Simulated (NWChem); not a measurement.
# Atomisation of CN

SMILES: [C]#N
```xyz
2

C      0.0000     0.0000     0.6367
N      0.0000     0.0000    -0.5458
```
Charge 0, spin multiplicity 2.

Everything below was run with NWChem. The geometry was optimised at UPBE/def2-SVP, a minimum by its harmonic frequencies.

Basis set: def2-TZVP. The atomisation energy is electronic alone: no zero-point, thermal, spin-orbit or counterpoise terms. No value is extrapolated to the basis-set limit. Free atoms are single determinants with multiplicities C 3, N 4.

The structure started from a generated list of species. The unpaired electrons of the parent sit in orbitals of symmetry a1 (C2v labels of the run); other states weren't searched. No SCF solution was tested for a lower state.

**Question.** For the atomisation energy, M06-2X gives 175.8 kcal/mol and PBE gives 197.2 kcal/mol. What do LDA (SVWN5), TPSS, PBE0 give?

**Answer.** LDA (SVWN5): 218.7 kcal/mol; TPSS: 182.7 kcal/mol; PBE0: 177.9 kcal/mol.
